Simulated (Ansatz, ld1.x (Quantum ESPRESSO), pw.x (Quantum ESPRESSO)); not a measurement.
**niobium (Nb): one change to the TM potential, in the atom and in the fcc crystal**

```json
{
 "Element": "niobium (Nb)",
 "Generator": "ld1.x (Quantum ESPRESSO) 7.5",
 "Type": "norm-conserving Troullier–Martins (Kleinman–Bylander form)",
 "Functional": "LDA (PW92)",
 "Relativity": "scalar-relativistic",
 "Frozen core": "[Kr]",
 "Valence charge": "5",
 "Reference configuration": "4d4.5 5s0.5 5p0",
 "Partial waves": "5s (bound): rc 3.10 bohr; 5p (bound, empty): rc 4.20 bohr; 4d (bound): rc 2.75 bohr",
 "Local potential": "all-electron potential smoothed inside 2.55 bohr (lloc = -2)",
 "Core correction": "a·sin(br)/r model core, default radius (core density twice the valence density)"
}
```

Change: wave 4d (bound): rc 2.75 bohr becomes 4d (bound): rc 1.80 bohr.

Cutoffs, loose and tight: the cutoffs (Ry, on a coarse ladder) from which the occupation-weighted sum of valence levels, in a spherical-Bessel basis at the reference potential, stays within 10 and 1 mRy of its value at 400 Ry. They do not see the model core or the augmentation charge, which bear on the density cutoff. Test errors are all-electron minus pseudo excitation energies from the reference, over the configurations 4d4 5s1 5p0; 4d4 5s0 5p0; 4d3 5s0 5p0; 4d3 5s1 5p0; 4d2 5s0 5p0; 4d4 5s0.5 5p0; 4d3 5s1 5p1 (two spin-polarised tests are not counted in the largest error); variants that change the core or the reference have their own tests.

Crystal test: fcc Nb in pw.x 7.5, no spin, 14³ k-points, Fermi–Dirac smearing 0.01 Ry, cutoffs set for each file from its atomic test. The reference is all-electron LAPW (Ansatz 0.2.0) with the same functional, mesh and smearing; V0 and B0 come from Birch–Murnaghan fits to the pressures at five volumes. Errors are pseudo minus all-electron; Δ is the rms difference of the E(V) curves that follow from these fits, minima aligned, over ±6 % about the mean V0. Mesh and smearing are coarse, so the numbers serve the comparison and aren't converged zero-temperature values; the lattice is a test structure that the element need not adopt.

All-electron: a0 = 4.141 Å (V0 = 17.75 Å³/atom), B0 = 181.7 GPa.

Q: Does the change bring the crystal closer to the all-electron result?

A: The mean pressure error goes from -2.96 to -3.95 GPa, so the change moves the solid further from the all-electron pressures.

```tsv
quantity	base	changed
outcome (atom)	generated	generated
cutoff, loose (atom)	25 Ry	35 Ry
cutoff, tight (atom)	30 Ry	45 Ry
bound ghosts (atom)	none	none
largest test error (meV) (atom)	-552	-643
cutoffs in pw.x (Ry)	50/200	55/220
a0 (Å)	4.118	4.110
a0 error (%)	-0.55	-0.74
B0 error (%)	-1.5	-0.7
Δ (meV/atom)	11.6	15.6
mean pressure error (GPa)	-2.96	-3.95
```

Base: The largest radius (4.20 bohr) exceeds half the bond length (2.76 bohr), so the spheres overlap, which is one possible source of error among others. This is a poor potential for the solid. The logarithmic derivative shows an extra or strongly shifted pseudo pole above the reference energy (s near 1.10 Ry, p near 1.85 Ry). Changed file: The largest radius (4.20 bohr) exceeds half the bond length (2.76 bohr), so the spheres overlap, which is one possible source of error among others. This is a poor potential for the solid. The logarithmic derivative shows an extra or strongly shifted pseudo pole above the reference energy (s near 1.10 Ry, p near 1.85 Ry). The atomic cutoffs weigh occupied waves only.
